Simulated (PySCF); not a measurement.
**Competing steps**

Reactants: CH₆BN ([CH3][BH][NH2]) (brackets give SMILES or just the links). Saddle points were found for several chosen steps; others may exist. Gas-phase electronic energies, without zero-point energy, by CCSD(T) at an estimated basis limit (MP2 extrapolated from triple and quadruple zeta, plus CCSD(T) − MP2 in triple zeta); PySCF 2.14 with density fitting (its default auxiliary sets; JK sets also for MP2 and CCSD(T)), def2-TZVPP and QZVPP, frozen cores, on PBE0-D4/def2-TZVP structures. Extrapolation: Hartree–Fock as exp(−7.88 √X), correlation as X^−2.97. No counterpoise correction.

Problem. Rank the steps by the energy of their saddle points, lowest first, and give each saddle's height above the lowest. (To be estimated.)
A. 1,2-elimination, to BNH₂ ([BH][NH]) + CH₄ (breaks or loosens B–C, H–N; forms C–H)
B. 1,2-elimination, to CH₃B ([BH][CH2]) + NH₃, still joined by a dative B–N bond (breaks or loosens B–N, C–H; forms H–N)

Solution. By the calculation: B (0.0 kJ/mol), A (13.6 kJ/mol). Heights count from the lowest.

The lowest of these saddles lies at 326.1 kJ/mol relative to the reactant.

Problem. Does the lowest of these saddles lead to the lowest end structure (the products still in contact)? (A judgement: the text doesn't fix the answer.)

Solution. By the calculation: No: the step over a higher saddle ends lower. Relative to the reactant, the ends lie at 198.1 (CH₃B ([BH][CH2]) + NH₃); 132.4 (BNH₂ ([BH][NH]) + CH₄) kJ/mol.

The T1 diagnostic stays at or below 0.014.

For scale, one of the runs: CCSD(T)/def2-TZVPP, 177 basis functions, launched by `OMP_NUM_THREADS=4 python run.py`. The run took 3 min on 4 CPU threads of an Arm Neoverse V1 (shared host), with 1.5 GiB of host memory at its peak.
